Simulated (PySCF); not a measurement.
Species: Al(H2O)H3.
Bonds: Al1–O2. Hydrogens: H5, H6, H7 on Al1; H3, H4 on O2.

The closed-shell ground state was solved at several levels (PySCF, density fitting, gas phase, non-relativistic). Geometry: PBE0-D3(BJ)/def2-SVP; no solvent, vibrations or thermal averaging.

```
                          level  basis functions  total energy (Eh)  HOMO (eV)  LUMO (eV)  gap (eV)  dipole (D)
 PBE0/pcSseg-1 (pcSseg-2 on Al)               85          -320.4497      -7.52      -0.71      6.81        4.93
B3LYP/pcSseg-1 (pcSseg-2 on Al)               85          -320.6862      -7.32      -1.07      6.25        4.94
  PBE/pcSseg-1 (pcSseg-2 on Al)               85          -320.4210      -6.24      -1.58      4.66        4.90
```

**Question.** What might wB97X-D/def2-SVPD (87 basis functions) give for the same quantities?

**Answer.** Total energy -320.4988 Eh, HOMO -9.44 eV, LUMO 0.72 eV, gap 10.16 eV, dipole 4.79 D.

**Question.** Over all these levels, which gives the widest orbital gap and which the narrowest?

**Answer.** wB97X-D/def2-SVPD (range-separated hybrid) has the widest, 10.16 eV, and PBE/pcSseg-1 (pcSseg-2 on Al) (GGA) the narrowest, 4.66 eV. Functional and basis both differ between the two, so the spread mixes both effects.

**Question.** In the pcSseg-1 (pcSseg-2 on Al) basis, how does the gap go with the fixed share of exact exchange?

**Answer.** PBE (0 %) 4.66 eV; B3LYP (20 %) 6.25 eV; PBE0 (25 %) 6.81 eV. Each rise in the share widens the gap here.

**Question.** How far do the dipole and the HOMO energy spread over the levels?

**Answer.** The dipole runs from 4.79 to 4.94 D (mean 4.89 D) and the HOMO from -9.44 to -6.24 eV.

The pairwise dispersion term of wB97X-D wasn't added to the energies; at a given geometry it leaves orbitals and properties as they are.
